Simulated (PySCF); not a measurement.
Removal energies of Al⁺ from EOM-IP-GCCSD

Reference: closed-shell Al⁺, [Ne] 3s2; one electron is removed. Calculated with PySCF 2.14, two-component X2C-1e with screened spin-orbit coupling, an uncontracted even-tempered set (22 s from 0.003 bohr⁻², ratio 2.6; 16 p from 0.004 bohr⁻², ratio 2.6; 10 d from 0.0041 bohr⁻², ratio 2.8; 5 f from 0.44 bohr⁻², ratio 2.8); frozen 1s2; the 50 highest virtual spinors dropped; of the others 76 kept and the rest restored at second order. No Breit or QED terms. Binding energies in eV.

| level | Koopmans | second order | EOM-CCSD |
| --- | --- | --- | --- |
| 3s1/2 | 17.781 | 18.638 | 18.868 |

For comparison, the ionisation energy of Al⁺ is 18.829 eV (measured; NIST Atomic Spectra Database, ionization energies).

The screened spin-orbit operator tends to give fine-structure splittings of light species too large.
